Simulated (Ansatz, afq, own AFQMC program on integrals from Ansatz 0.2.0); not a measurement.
Integrals from Ansatz 0.2.0, then the random walk in our own AFQMC program (afq).

```yaml
crystal:
  periodic: [false, false, false]
  atoms:
    - {symbol: Ge, position_ang: [0.000000, 0.013176, 0.296556]}
    - {symbol: N, position_ang: [0.000000, -0.127734, -1.567079]}
    - {symbol: H, position_ang: [0.000000, 1.462996, 0.821916]}
    - {symbol: H, position_ang: [1.257753, -0.722789, 0.783980]}
    - {symbol: H, position_ang: [-1.257753, -0.722789, 0.783980]}
    - {symbol: H, position_ang: [0.000000, 0.808032, -1.985333]}
basis:
  gaussian: {orbitals: 6-31G}
magnetization: {spin_polarized: true, initial_magnetization: 1}
correlation: {method: ccsd_t, electrons: outside_noble_gas, hamiltonian_folder: ham}
```

```sh
$ ansatz run in.yaml --threads 1 --pin off --events-out ev --progress --plain --max-ram 1382MiB
```

afq runs on the folder ham with

```
--method free --trial cisd --walkers 60 --time-step 0.03 --max-blocks 80 --target-error 0.00043 --factor-cut 1e-05 --seed 3101 --times 0,0.21,0.42,0.81,1.2,1.8,2.4,3 --taylor-order 8
```

Times are imaginary, in 1/Eh. The walk had a cap of 873 s. Filled inner d shells are frozen with the cores.

Output of the walk:

```
orbitals 31  electrons 7 6  factors 263 of 513
reference energy -2131.70643241 Eh
CCSD correlation -0.17043448 Eh in 12 cycles, weight of the determinant in the CISD state 0.9075
repeat  energy at the last time / Eh  error
    10  -2131.882143  0.001055
    20  -2131.881620  0.000588
    30  -2131.881076  0.000473
    40  -2131.880647  0.000377
time / (1/Eh)  energy / Eh  error  mean overlap
  0.00  -2131.876884  0.000190  1.1024
  0.21  -2131.878534  0.000210  1.1018
  0.42  -2131.879383  0.000245  1.1036
  0.81  -2131.879843  0.000221  1.1148
  1.20  -2131.880582  0.000243  1.1077
  1.80  -2131.880314  0.000328  1.1277
  2.40  -2131.880583  0.000338  1.1210
  3.00  -2131.880723  0.000377  1.1174
energy -2131.880723 +/- 0.000377 Eh
```

The run passed its tests (error under three times the target), which doesn't prove that it has relaxed.

Against this walk (error 10.3 meV) on the same determinant: CCSD(T) 26.5 meV higher, the released energy of a separate walk with a CISD trial 2.8 ± 14.5 meV higher (within the noise). The error is statistical, and a free projection of finite length keeps a remainder of its start.

Cautions: remainder of the start not in the error; no relativity below Rb; no spin-orbit coupling; inner d shell frozen.

The walk took 94 s on 1 thread of Arm Neoverse V2, with other jobs on the host. The log's last line is the free-projection energy.

A walk keeps the symmetry of its determinant, which the program's search chose and which needn't be the lowest solution, so a lower state of the same spin and another symmetry isn't excluded.
